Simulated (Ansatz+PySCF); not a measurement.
**triplet NH: levels of theory in one basis**

```yaml
atoms:
  - { symbol: N, position_ang: [0.0000, 0.0000, -0.2486] }
  - { symbol: H, position_ang: [0.0000, 0.0000, 1.7403] }
```

Basis set: 6-31G (spherical functions). Frozen core: 1 orbital. Correlation on ROHF uses semicanonical orbitals with singles. Charge 0, multiplicity 3.

Computed with Ansatz (development build ahead of 0.2.0); each method stands on the lowest determinant of its kind that the runs found.

| method | E − E(ROHF) (eV) | <S²> of the determinant |
| --- | --- | --- |
| ROHF | 0.00 | 2.00 |
| UHF | -2.77 | 2.88 |
| UHF-MP2 | -3.57 | 2.88 |
| ROHF-CCSD | -3.94 | – |
| UHF-CCSD | -3.99 | 2.88 |
| ROHF-CCSD(T) | -4.04 | – |
| UHF-CCSD(T) | -4.03 | 2.88 |
| full CI (lowest root of this spin) | -4.05 | – |

(1) What does ROHF-MP2 give on the same scale?

(2) Is a single determinant a sound starting point here?

Answers

(1) -2.47 eV.

At such a shape the full CI root can have another spatial symmetry than the determinants, so the rows needn't describe one state.

(2) It is doubtful. Unrestricted orbitals lower Hartree–Fock by 2.77 eV and <S²> is 2.88 where a pure state has 2.00, a sign of strong static correlation.

Caution for ROHF, ROHF-MP2, ROHF-CCSD, ROHF-CCSD(T): an unrestricted determinant lies well below. Caution for UHF, UHF-MP2, UHF-CCSD, UHF-CCSD(T): the unrestricted determinant is a mixture of spin states. Caution for ROHF-MP2, UHF-MP2, ROHF-CCSD, UHF-CCSD, ROHF-CCSD(T), UHF-CCSD(T): large amplitudes, a single reference is doubtful. Caution for ROHF-MP2, UHF-MP2: forces differ strongly between restricted and unrestricted references. Caution for ROHF-CCSD(T): the amplitudes may be one of several solutions.
